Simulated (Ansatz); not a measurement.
We consider antifluorite Mg2Sn, described by PBEsol+SOC (Ansatz, an electronic-structure program, plane waves, PAW).

Numerical settings: plane-wave cutoff 520 eV, 10×10×10 k mesh, Fermi–Dirac smearing 0.01 eV, PAW data made under PBE.

Computed at the level's own relaxed cell.

### Question
Predict the volume per atom, bulk modulus, lattice parameter a and pressure derivative B′ of the bulk modulus.

### Answer

* **volume per atom**: 25.57 Å³/atom
* **bulk modulus**: 43.3 GPa
* **lattice parameter a**: 6.745 Å
* **pressure derivative B′ of the bulk modulus**: 4.1

The run finds no gap.

Measured, for comparison: equilibrium volume per atom 25.82 Å³/atom, lattice constant a 6.766 Å (temperature not stated, no zero-point or thermal correction; as tabulated in Freccero, Grin, Wagner, Dalton Trans. (2023), ESI). Computed (rounded) less measured: equilibrium volume per atom -1.0 %, lattice constant a -0.3 %. A static lattice is as a rule a little smaller and stiffer than an uncorrected measurement, which narrows the difference in the equilibrium volume per atom, lattice constant a and would widen misses of the other sign.

Note: the gap of the solid is closed in this run; this level leaves the solid without a gap, although one is measured.

Computing time: roughly 5 core-minutes.
